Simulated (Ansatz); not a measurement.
**BH₂⁺, triplet: the ladder up to full CI**

Geometry: a point of a stretch scan, not a stationary point.

```yaml
atoms:
  - { symbol: B, position_ang: [0.0000, -0.0481, -0.2423] }
  - { symbol: H, position_ang: [0.0000, 1.2746, 1.7639] }
  - { symbol: H, position_ang: [0.0000, -0.7587, 0.8354] }
```

Basis cc-pVTZ; Ansatz 0.2.0. Only valence electrons are correlated (noble-gas cores frozen), which leaves 4 electrons in 57 orbitals. R marks a restricted (for open shells ROHF) determinant, U an unrestricted one. Active spaces: pair = (4e, 4o) about the gap; valence = (4e, 6o) chosen from the atoms' valence shells.

Full CI is exact within this basis and frozen core; it isn't the basis-set limit. The frozen core follows each run's orbitals, which can shift R against U totals by a few meV.

For open shells CISD is restricted-active-space CI with the open shells as a complete middle space.

The UHF ⟨S²⟩ is 2.009, the T1 diagnostic (RCCSD) is 0.0334 and the largest doubles amplitude (RCCSD) is 0.067. The T1 diagnostic (UCCSD) is 0.0219.

```csv
level,E − E(RHF) (eV)
UHF,-0.0548
RMP2,-1.1611
UMP2,-1.1773
RCCSD,-1.5780
UCCSD,-1.5824
RCCSD(T),-1.6084
UCCSD(T),-1.6098
```

Task: Estimate how far full CI in cc-pVTZ lies from RCCSD(T). The table doesn't fix it; the size of (T) and the diagnostics are the guide.

Result: Full CI in cc-pVTZ lies 0.28 kcal/mol below RCCSD(T), which is 40 % of the (T) step (-0.70 kcal/mol). T1 is raised, and the rest is a large part of (T).

The other levels:

```csv
level,E − E(full CI) (kcal/mol),share of correlation (%),wall time
CISD,1.04,97.22,1.1 s
BCCD(T),0.25,99.33,1.6 s
RCCSDT,0.01,99.98,–
UCCSDT,0.00,100.00,–
RCCSDT(Q),0.00,99.99,14 s
UCCSDT(Q),-0.01,100.01,14 s
CASSCF (pair space),26.20,29.90,–
NEVPT2 (pair space),10.92,70.77,0.78 s
MRCISD (pair space),1.28,96.57,–
MRCISD+Q (pair space),0.47,98.73,1.1 s
CASSCF (valence space),16.22,56.59,–
NEVPT2 (valence space),4.73,87.34,1.2 s
MRCISD (valence space),1.04,97.22,–
MRCISD+Q (valence space),0.83,97.78,1.9 s
```

The correlation energy at full CI, counted from RHF, is -1.620 eV. That run took 6.5 s on 1 thread of Intel Xeon Platinum 8259CL, shared host over 1,292,040 determinants.

Times hold each run's SCF and search for its determinant on a shared host, so for small cases they say little of a method's own cost; they ran on 1 thread of Intel Xeon Platinum 8259CL.

The full-CI state has the irrep A' of Cs, in the program's axes.

Natural occupations of full CI about the gap: 1.933 0.997 0.986 0.023 0.023 0.020 0.004 0.004 0.004 0.002; effectively unpaired electrons, Σ n²(2−n)², 2.02.
